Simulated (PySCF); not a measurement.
Start geometry of `CN[SiH3]` from GFN2-xTB (Å):
```
atom  x, y, z in Å
C1    -1.340    0.245    0.250
N2    -0.245   -0.455   -0.374
Si3    1.409   -0.119   -0.052
H4    -2.219   -0.403    0.303
H5    -1.620    1.159   -0.285
H6    -1.051    0.518    1.262
H7    -0.492   -0.773   -1.299
H8     2.126   -1.174   -0.762
H9     1.902    1.198   -0.492
H10    1.548   -0.188    1.403
```

Task: What comes out of this run: PBE0-D3(BJ)/def2-SVP geometry optimisation, gas phase in PySCF 2.14.0?

Result: 
```
atom  x, y, z in Å
C1    -1.3618    0.2521    0.2413
N2    -0.2649   -0.4365   -0.3937
Si3    1.4038   -0.1263   -0.0608
H4    -2.2607   -0.3855    0.2900
H5    -1.6529    1.2004   -0.2526
H6    -1.0956    0.5006    1.2815
H7    -0.4931   -0.8301   -1.2996
H8     2.1985   -1.1803   -0.7610
H9     1.9262    1.2114   -0.5086
H10    1.6181   -0.1965    1.4184
```

The energy falls by 1.7 kcal/mol over 8 energy and gradient evaluations, the largest force component goes from 0.0119 to 2.7e-04 Eh/bohr, and the atoms move by 0.051 Å rms after alignment. Among the bonds, Si3–H8 and Si3–H10 change most and about equally (+0.033 to +0.034 Å). Bonds longer at the end by more than 0.005 Å: 7 of 9; shorter: 0. Among the angles that change most is N2–Si3–H8, from 103.9° to 107.2°. Rotational constants go from 30420, 5249, 4868 to 30064, 5140, 4770 MHz. The orientation of the end geometry is arbitrary; only internal coordinates are fixed.

The run used 81 basis functions and 45 SCF cycles in all. Hardware: an Arm Neoverse N1 with one thread, shared host. Cost: 23 s wall, 0.32 GiB resident at most.

Stationary, but not proved a minimum.
